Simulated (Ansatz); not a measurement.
# Which is lower?

The two ends of one reaction step of CH₅Al, singlet (PBE0-D4/def2-TZVP).

A:

| atom | x (Å) | y (Å) | z (Å) |
| --- | --- | --- | --- |
| Al1 | -1.0320 | 0.1843 | -0.1196 |
| H2 | -2.0799 | -0.8080 | 0.5490 |
| C3 | 0.8799 | -0.1453 | 0.0796 |
| H4 | 1.1794 | -0.0028 | 1.1246 |
| H5 | -1.5765 | 1.4391 | -0.9305 |
| H6 | 1.1315 | -1.1813 | -0.1694 |
| H7 | 1.4979 | 0.5140 | -0.5337 |

B:

| atom | x (Å) | y (Å) | z (Å) |
| --- | --- | --- | --- |
| Al1 | -0.4815 | 0.6153 | -0.3828 |
| H2 | -1.2589 | -0.8886 | 0.8041 |
| C3 | 1.1624 | -0.0943 | -0.3917 |
| H4 | -1.0263 | -0.3842 | 1.3416 |
| H5 | -1.7911 | 1.4477 | -0.6225 |
| H6 | 1.4097 | -0.9152 | 0.2761 |
| H7 | 1.9858 | 0.2194 | -1.0250 |

Program: Ansatz 0.2.0. Basis: def2-TZVPP. Cores are frozen in the correlated methods. B3LYP uses VWN-RPA correlation.

Question: Which structure is lower at CCSD(T), and by how much? (To be estimated.)

Answer: The calculation gives: A, by 271.3 kJ/mol (electronic energy, against the other). By their contacts, A is CH₅Al ([CH3][AlH2]) and B is a complex of CH₃Al ([CH2][AlH]) + H₂.

All methods give the same order:

```
      method  E(B) − E(A) (kJ/mol)
       SPW92                 252.4
      PBE-D4                 251.2
     BLYP-D4                 248.6
   r2SCAN-D4                 266.6
      B97M-V                 283.1
     PBE0-D4                 274.4
    B3LYP-D4                 268.5
  r2SCAN0-D4                 281.9
    BHLYP-D4                 293.3
CAM-B3LYP-D4                 284.4
     wB97X-V                 290.9
     wB97M-V                 277.7
      B2PLYP                 271.6
    PBE-QIDH                 285.6
  RPA on PBE                 269.0
          HF                 322.4
         MP2                 273.7
        CCSD                 282.7
     CCSD(T)                 271.3
```

T1 diagnostic: at most 0.016. The restricted Hartree–Fock reference is unstable towards an unrestricted one at one or more of these structures.

Labels in which every atom is bracketed show which atoms are joined, not bond orders.

For scale, one of the runs: CCSD(T)/def2-TZVPP, 143 basis functions, launched by `ansatz run in.yaml --threads 2 --pin off --events-out ev --progress --plain --max-ram 4352MiB`. Time: 6.5 s of wall clock on 2 CPU threads of an Arm Neoverse V1; the host was shared. Peak host memory: 0.77 GiB.
